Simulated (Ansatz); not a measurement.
Fluorite SrCl₂ was calculated with LC-ωPBE in Ansatz (plane waves, PAW).

Settings: plane-wave cutoff 460 eV, 6×6×6 k mesh, Fermi–Dirac smearing 0.01 eV, scalar-relativistic PAW data made under PBE.

Results at a series of volumes:

```
V (Å³/atom)  E − E_lowest (meV/atom)
-----------  -----------------------
26.975                          9.30
27.608                          2.82
28.394                          0.00
29.104                          1.78
29.814                          7.10
```

### Question
What bulk modulus B0 and pressure derivative B′ does a third-order Birch–Murnaghan fit give?

### Answer
V0 = 28.424 Å³/atom, B0 = 36.6 GPa, B′ = 4.6 (fit to the energies at full precision).

Measured, for comparison: bulk modulus 34.3 GPa (temperature not stated, no zero-point or thermal correction, from elastic constants; as tabulated in Kanchana et al., Calculated structural, elastic and electronic properties of …); equilibrium volume per atom 28.27 Å³/atom (room temperature, no zero-point or thermal correction; as tabulated in Kanchana et al., Calculated structural, elastic and electronic properties of …). Computed (rounded) less measured: bulk modulus +7 % (against room or unstated temperature, where such soft solids are markedly softer), equilibrium volume per atom +0.5 %. A static lattice is as a rule a little smaller and stiffer than an uncorrected measurement, which narrows the difference in the bulk modulus and would widen misses of the other sign.

The computed numbers hold no vibrational or temperature effects.

Ansatz is a program for electronic structure.
